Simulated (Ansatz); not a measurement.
C2H4Cl2, SMILES `CC(Cl)Cl`. The species carries charge 0 and has multiplicity 1.

```csv
atom,x (Å),y (Å),z (Å)
C1,-0.7366,-0.3416,0.1522
C2,0.5400,0.3813,-0.1774
Cl3,1.5304,-0.5676,-1.3076
Cl4,1.4613,0.7429,1.2989
H5,-0.5196,-1.2937,0.6366
H6,-1.3408,0.2698,0.8247
H7,-1.2987,-0.5291,-0.7643
H8,0.3640,1.3379,-0.6630
```

(1) Give the diagnostics of a CCSD(T)/def2-TZVPP run (frozen core, Ansatz 0.2.0). (Estimate.)

## Answers

(1) Ansatz gave: T1 = 0.0089, largest single amplitude 0.012, largest double 0.020, (T) share of the correlation energy 4.1 %, 8 CCSD cycles. The RHF solution is stable towards an unrestricted one. T1 lies under the customary mark of 0.02 for closed shells.
